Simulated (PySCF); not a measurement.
# CN: changing the method

Starting from one script, swap the method and compare what comes out for CN.

The runs use PySCF 2.14.0; method and basis as typed in the scripts.

4 further runs of the same task are left out: 4 that didn't finish.

## Step 1: Starting geometry

CN: 2 atoms, charge 0, spin multiplicity 2.

Bond lengths: C1–N2 1.105 Å.

## Step 2: The run that the others are compared with

File input.py:

```python
from pyscf import gto, scf

mol = gto.M(
    atom='C 0 0 0; N 0 0 1.105',
    basis='6-31g',
    charge=0,
    spin=1,
    verbose=4,
)
mf = scf.UHF(mol)
mf.kernel()
mf.analyze()
print('orbital energies (hartree):', [e[max(0, n-3):n+3].round(4) for e, n in zip(mf.mo_energy, mol.nelec)])
```

On the command line:

```bash
$ OMP_NUM_THREADS=1 python input.py
```

## Step 3: Hse06 (UKS)

Variant 1 changes functional: none (Hartree–Fock) → hse06; SCF type: UHF → UKS.

Changes to input.py since step 2:

```diff
@@ -1,2 +1,2 @@
-from pyscf import gto, scf
+from pyscf import gto, dft
 
@@ -9,3 +9,3 @@
 )
-mf = scf.UHF(mol)
+mf = dft.UKS(mol, xc='hse06')
 mf.kernel()
```

## Step 4: CCSD(T)

Variant 2 changes step after the SCF: analyze → ccsd(t); frozen orbitals: none → 2.

File input.py:

```python
from pyscf import gto, scf, cc

mol = gto.M(
    atom='C 0 0 0; N 0 0 1.105',
    basis='6-31g',
    charge=0,
    spin=1,
    verbose=4,
)
mf = scf.UHF(mol)
mf.kernel()
mycc = cc.CCSD(mf, frozen=2)
mycc.kernel()
mycc.ccsd_t()
mf.dip_moment()
print('orbital energies (hartree):', [e[max(0, n-3):n+3].round(4) for e, n in zip(mf.mo_energy, mol.nelec)])
```

## Step 5: Hcth407 (UKS)

Variant 3 changes functional: none (Hartree–Fock) → hcth407; SCF type: UHF → UKS.

Changes to input.py since step 2:

```diff
@@ -1,2 +1,2 @@
-from pyscf import gto, scf
+from pyscf import gto, dft
 
@@ -9,3 +9,3 @@
 )
-mf = scf.UHF(mol)
+mf = dft.UKS(mol, xc='hcth407')
 mf.kernel()
```

## Step 6: Mn15 (UKS)

Variant 4 changes functional: none (Hartree–Fock) → mn15; SCF type: UHF → UKS.

Changes to input.py since step 2:

```diff
@@ -1,2 +1,2 @@
-from pyscf import gto, scf
+from pyscf import gto, dft
 
@@ -9,3 +9,3 @@
 )
-mf = scf.UHF(mol)
+mf = dft.UKS(mol, xc='mn15')
 mf.kernel()
```

## Step 7: Revtpss (UKS)

Variant 5 changes functional: none (Hartree–Fock) → revtpss; SCF type: UHF → UKS.

Changes to input.py since step 2:

```diff
@@ -1,2 +1,2 @@
-from pyscf import gto, scf
+from pyscf import gto, dft
 
@@ -9,3 +9,3 @@
 )
-mf = scf.UHF(mol)
+mf = dft.UKS(mol, xc='revtpss')
 mf.kernel()
```

What does the calculation give? Wanted: for each run, E(SCF); from base; gap, α spin; SCF dipole; after the SCF.

**Answer**, as computed:

| run | E(SCF) (hartree) | from base (eV) | cycles | gap, α spin (eV) | SCF dipole (D) | after the SCF |
| --- | --- | --- | --- | --- | --- | --- |
| base | -92.149565 | 0 | 16 | 20.38 | 2.30 | n/a |
| hse06 (UKS) | -92.560203 | not comparable | 10 | 10.96 | 1.54 | n/a |
| CCSD(T) | -92.149565 | 0.0000 | 16 | 20.38 | 2.30 | CCSD(T) correlation -5.213 eV, core frozen |
| hcth407 (UKS) | -92.647892 | not comparable | 10 | 8.72 | 1.26 | n/a |
| mn15 (UKS) | -92.545922 | not comparable | 12 | 13.07 | 1.78 | n/a |
| revtpss (UKS) | -92.657234 | not comparable | 9 | 9.21 | 1.20 | n/a |

**Reading.** The α-spin gap between the frontier levels is 8.7 eV with hcth407 (0 % exact exchange) and 13.1 eV with mn15 (44 %): exact exchange opens it. A lower total energy from another functional means nothing by itself.
